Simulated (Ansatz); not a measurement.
## Ansatz (development build ahead of 0.2.0) run

```yaml
crystal:
  periodic: [false, false, false]
  atoms:
    - { symbol: C, position_ang: [-0.03513, -0.0026, -0.73647] }
    - { symbol: C, position_ang: [-0.03281, -0.0217, 0.79728] }
    - { symbol: O, position_ang: [-0.01578, 1.05402, -1.31097] }
    - { symbol: O, position_ang: [0.01601, -1.09318, 1.31978] }
    - { symbol: H, position_ang: [-0.04968, -0.97532, -1.24935] }
    - { symbol: H, position_ang: [-0.02958, 0.99717, 1.2889] }
basis:
  gaussian: { orbitals: def2-TZVP }
hamiltonian:
  xc: hf
```

The input is written out in the form of the current development build from the run's settings.

Results

```yaml
Converged: yes
Total_energy: -226.68400 hartree
Spin_squared_of_the_determinant: 0.000
```
